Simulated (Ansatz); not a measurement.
# SiCl (sextet): wave-function methods side by side, def2-QZVPP

One table from this session's results is given with a row withheld; the runs are named, their logs left out.

Method: def2-QZVPP, core rule «outside noble gas», up to 10 orbitals frozen; program: Ansatz 0.2.0, Gaussian basis.

Plan: UHF; ROHF; CCSD(T) on UHF.

## The geometry

The geometry is a PBE0/def2-TZVP stationary point (not a proven minimum) of the parent state, kept for this charge and spin.

2 atoms, charge 0, spin multiplicity 6.

Atoms are counted from 1 here; the program's logs count them from 0.

Bond lengths: Si1–Cl2 2.058 Å.

The first run:

Input file in.yaml:

```yaml
crystal:
  periodic: [false, false, false]
  atoms:
    - {symbol: Si, position_ang: [0.000000, 0.000000, 0.000000]}
    - {symbol: Cl, position_ang: [0.000000, 0.000000, 2.057900]}
basis:
  gaussian: {orbitals: "def2-QZVPP.json"}
magnetization: {spin_polarized: true, initial_magnetization: 5}
hamiltonian: {xc: hf}
output: {orbitals: {seedname: orbitals}}
```

Command:

```sh
ansatz run in.yaml --threads 1 --pin off --events-out ev --progress --plain --max-ram 2393MiB
```

Steps of the session up to this table: UHF; ROHF; CCSD(T) on UHF.

One of the session's tables, all rows but one given; the rest of the session is left out.

| method | from UCCSD(T) (meV) |
| --- | --- |
| ROHF | ? |
| UHF | +7242.4 |
| UMP2 | +1124.9 |
| UCCSD | +304.8 |
| UCCSD(T) | 0 |

Q: Estimate the row for ROHF from the others.

The run gave: from UCCSD(T) (meV): +7441.2. In the column «from UCCSD(T) (meV)» it is the highest.
